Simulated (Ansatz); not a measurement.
## CH4O, singlet: CASSCF and its corrections

Computed with Ansatz's Gaussian-basis code (development build). Basis cc-pVTZ, nonrelativistic, 2 orbitals frozen in the corrections. State-specific CASSCF; RHF is the lowest restricted (open-shell) Hartree–Fock solution met. Letters tell apart solutions met in one space. Solutions may break the symmetry of the shape. The lowest solution met needn't be the lowest there is, nor hold the orbitals that a chemist would pick.

Geometry:

```xyz
6

C    -0.0503    0.6685    0.0000
O    -0.0503   -0.7585    0.0000
H    -1.0807    1.0417    0.0000
H     0.4650    1.0417    0.8924
H     0.4650    1.0417   -0.8924
H     0.8544   -1.0677    0.0000
```

CASSCF less RHF, in eV, and natural occupations:

```json
{"CAS": "(6,5) a", "CASSCF": "-1.468", "occupations": "2.00, 1.98, 1.98, 0.02, 0.02"}
{"CAS": "(6,5) b", "CASSCF": "-1.130", "occupations": "2.00, 1.98, 1.98, 0.02, 0.02"}
```

Q: What totals less RHF do the corrections give on each solution?

A: 

```json
{"CAS": "(6,5) a", "SC-NEVPT2": "-11.302"}
{"CAS": "(6,5) b", "SC-NEVPT2": "-11.381"}
```

Q: In CAS(6,5), is the solution lowest in CASSCF also lowest after SC-NEVPT2?

A: No: (6,5) b is lowest after SC-NEVPT2, 0.08 eV under (6,5) a, which leads in CASSCF.

Q: Roughly how much CPU time does a whole run from the default start take (median of such runs, summed over threads; nearly all runs on one pinned thread of a shared server, mostly Xeon at 2.3 to 2.6 GHz, by a development driver)?

A: CAS(6,5) a: about 37 s. Other jobs ran beside these, and the count of passes differs.
